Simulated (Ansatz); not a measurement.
Single points on the cluster Mg₃H₃.

```yaml
crystal:
  periodic: [false, false, false]
  atoms:
    - {symbol: Mg, position_ang: [-0.452151, 1.803456, 0.038950]}
    - {symbol: Mg, position_ang: [0.364263, -0.775631, -0.689881]}
    - {symbol: Mg, position_ang: [-0.721280, 0.258893, 2.607891]}
    - {symbol: H, position_ang: [-1.230372, 0.246545, -0.737278]}
    - {symbol: H, position_ang: [0.856099, -2.372260, -1.085557]}
    - {symbol: H, position_ang: [1.183442, 0.839008, -0.134126]}
basis:
  gaussian: {orbitals: STO-3G}
magnetization: {spin_polarized: true, initial_magnetization: 1}
hamiltonian: {xc: hf}
scf: {omitted_lower_state_checks: [starts]}
output: {orbitals: {seedname: orbitals}}
```

The file start.molden holds the orbitals of an earlier run on this structure, at another level or in another basis.

```sh
$ ansatz run in.yaml --threads 4 --pin off --events-out ev --progress --plain --max-ram 3916MiB
```

It prints (some lines left out):

```
Functional definition: HF
285 factors; integrals over basis functions are off by at most 8.2e-4 eV
mean field evaluation 1: about -16129.5642 eV, gradient 1.2e1 eV
mean field evaluation 2: about -16129.8796 eV, gradient 1.2e1 eV
mean field evaluation 4: about -16132.2675 eV, gradient 1.4e0 eV
mean field evaluation 8: about -16132.3085 eV, gradient 1.9e-3 eV
mean field -16132.30863369 eV, -592.8514074166 hartree, gradient 7.2e-5 eV, S^2 0.756385; 0 other end points of the search recorded, 0 dependent functions left out
reference -16132.30863369 eV, -592.8514074166 hartree; 20, 19 occupied and 10, 11 virtual orbitals, 285 factors
Total energy: -16132.30863369 eV, -592.8514074166 hartree
Checks for a lower state left out: starts
```

First input, but with `gaussian: {orbitals: def2-TZVPD, initial_orbitals: start.molden}`, `hamiltonian: {xc: pbe0, dispersion: d4}` (abridged; 1.6 s):

```
Functional definition: PBE0
mean field -16372.05351707 eV, -601.6618693759 hartree, gradient 7.6e-5 eV, S^2 0.756745
Total energy: -16372.22061547 eV, -601.6680101287 hartree
Checks for a lower state left out: starts
```

As the first input, with `gaussian: {orbitals: def2-TZVP, initial_orbitals: start.molden}`, `hamiltonian: {xc: {name: BLYP}, dispersion: d4}` (abridged; 1.1 s):

```
Functional definition: BLYP
mean field -16380.98678837 eV, -601.9901610410 hartree, gradient 1.4e-5 eV, S^2 0.752585
Total energy: -16381.39664954 eV, -602.0052231610 hartree
Checks for a lower state left out: starts
```

The first input with `gaussian: {orbitals: def2-TZVP, initial_orbitals: start.molden}`, `hamiltonian: {xc: pbe}`, `correlation: {method: rpa}` and without the key `output` (abridged; 1.6 s):

```
Functional definition: PBE
mean field -16370.42160957 eV, -601.6018978816 hartree, gradient 5.2e-6 eV, S^2 0.754026
3 core orbitals not correlated: weight in the atoms' cores, before any rotation towards them, 1.000 or more for the frozen orbitals, at most 0.000 for the correlated occupied ones
Total energy: -16367.49705654 eV, -601.4944225399 hartree
Checks for a lower state left out: starts
```

As the first input, with `gaussian: {orbitals: def2-TZVP, initial_orbitals: start.molden}`, `hamiltonian: {xc: {name: B2PLYP}}` and without the key `output` (abridged; 1.8 s):

```
Functional definition: B2PLYP
mean field -16369.97999875 eV, -601.5856689831 hartree, gradient 2.3e-6 eV, S^2 0.759441
3 core orbitals not correlated: weight in the atoms' cores, before any rotation towards them, 1.000 or more for the frozen orbitals, at most 0.000 for the correlated occupied ones
second order -18.62356850 eV of doubles, -0.00000000 eV of singles
Total energy: -16375.00852456 eV, -601.7704638980 hartree
Checks for a lower state left out: starts
```

As the first input, with `gaussian: {orbitals: def2-SVP, initial_orbitals: start.molden}`, `hamiltonian: {xc: pbe, dispersion: d4}` (abridged; 0.85 s):

```
Functional definition: PBE
mean field -16364.50359636 eV, -601.3844149072 hartree, gradient 2.3e-5 eV, S^2 0.754128
Total energy: -16364.69787734 eV, -601.3915546018 hartree
Checks for a lower state left out: starts
```

Geometry: PBE-D4/def2-TZVP.

Correlated methods freeze 3 core orbitals; core or outer-core shells of Mg are correlated, in sets that lack core-valence functions. The structure comes from a short search, and lower isomers may exist.
